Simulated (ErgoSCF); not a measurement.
# AlHF (SMILES [F][AlH]) at UPBE/Turbomole-TZP (Cartesian functions)

What is the energy difference between two shapes of AlHF at UPBE/Turbomole-TZP (Cartesian functions)? 

Program for the calculation: ErgoSCF 3.8.

9 further runs of the same task are left out: 5 that didn't finish, 4 set aside as unsound or not needed.

## (1) The system as given

AlHF has 3 atoms, charge 0, and is taken as a doublet. SMILES: `[F][AlH]`. The shape is that of a PBE0-D4/def2-TZVP optimisation.

Bond lengths: F1–Al2 1.656 Å, Al2–H3 1.607 Å. Angles: F1–Al2–H3 115.5°.

## (2) The energy at UPBE/Turbomole-TZP (Cartesian functions)

Contents of input.ego:

```
set_nthreads(1)
molecule_inline
F      1.71417057     1.68790337     1.10662362
Al    -0.81730655     0.60093291    -0.37700036
H     -0.91727306    -2.41147951    -0.75456764
EOF
use_6_d_functions = 1
XC.type = "GC2"
scf.max_number_of_iterations = 80
scf.output_mulliken_pop = 1
basis = "Turbomole-TZP"
spin_polarization = 1
tmpdir = "."
run "PBE"
```

The run is started by

```
$ ergo input.ego
```

What it wrote:

```text
[...]
INMA  use_6_d_functions := 1
[...]
INSC Energy   1 =       -147.87835163024
[...]
INDE PURIFICATION CONVERGED after 56 iterations
[...]
INDE PURIFICATION CONVERGED after 46 iterations
[...]
INDE PURIFICATION CONVERGED after 45 iterations
[...]
INDE E(LUMO) - E(HOMO) <=          0.21361544658 =          5.81277245276 eV
[...]
INSC Energy  22 =       -342.70429843517  ( diff     -0.000000000000909 )
[...]
RESC CONVERGED after  22 iterations.
RESC FINAL ENERGY:       -342.70429843517
RESC FINAL <S2> =          0.75213079508
[...]
INSC SCF: dipole_moment_x [atomic units] =      -0.56960037
INSC SCF: dipole_moment_y [atomic units] =      -0.07760948
INSC SCF: dipole_moment_z [atomic units] =      -0.31589105
[...]
```

Run time: 6 s. Hardware: 1 thread of Arm Neoverse V2, shared host.

## (3) The distorted shape

Contents of job.ego:

```
set_nthreads(1)
molecule_inline
F    1.72312598   1.67134748   1.13240893
Al  -0.81776008   0.56831246  -0.34349363
H   -0.86184550  -2.39864638  -0.72153145
EOF
use_6_d_functions = 1
spin_polarization = 1
scf.max_number_of_iterations = 80
basis = "Turbomole-TZP"
scf.output_mulliken_pop = 1
XC.type = "GC2"
tmpdir = "."
run "PBE"
```

The run is started by

```
$ ergo < job.ego
```

What it wrote:

```text
[...]
INMA  use_6_d_functions := 1
[...]
INSC Energy   1 =       -147.90990370525
[...]
INDE PURIFICATION CONVERGED after 56 iterations
[...]
INDE PURIFICATION CONVERGED after 46 iterations
[...]
INDE PURIFICATION CONVERGED after 45 iterations
[...]
INDE E(LUMO) - E(HOMO) <=          0.21587366621 =          5.87422173959 eV
[...]
INSC Energy  21 =       -342.70413731871  ( diff     -0.000000000059231 )
[...]
RESC CONVERGED after  21 iterations.
RESC FINAL ENERGY:       -342.70413731871
RESC FINAL <S2> =          0.75198987438
[...]
INSC SCF: dipole_moment_x [atomic units] =      -0.58613158
INSC SCF: dipole_moment_y [atomic units] =      -0.09544188
INSC SCF: dipole_moment_z [atomic units] =      -0.32145108
[...]
```

It took 6 s on 1 thread of Arm Neoverse V2, shared host.

## (4) Summary of results

At UPBE/Turbomole-TZP (Cartesian functions):

```
                              quantity          value
             first shape: total energy  -342.70430 Eh
            first shape: dipole moment         1.67 D
                     first shape: ⟨S²⟩          0.752
         distorted shape: total energy  -342.70414 Eh
        distorted shape: dipole moment         1.72 D
                 distorted shape: ⟨S²⟩          0.752
energy change with the atoms displaced       0.004 eV
```

In words: With the atoms displaced the energy rises by 0.00 eV (0.4 kJ/mol). The first shape isn't relaxed at this level, so the change isn't measured from a minimum. Mulliken charges (first shape) run from -0.37 on F1 to +0.51 on Al2; they depend strongly on the basis.
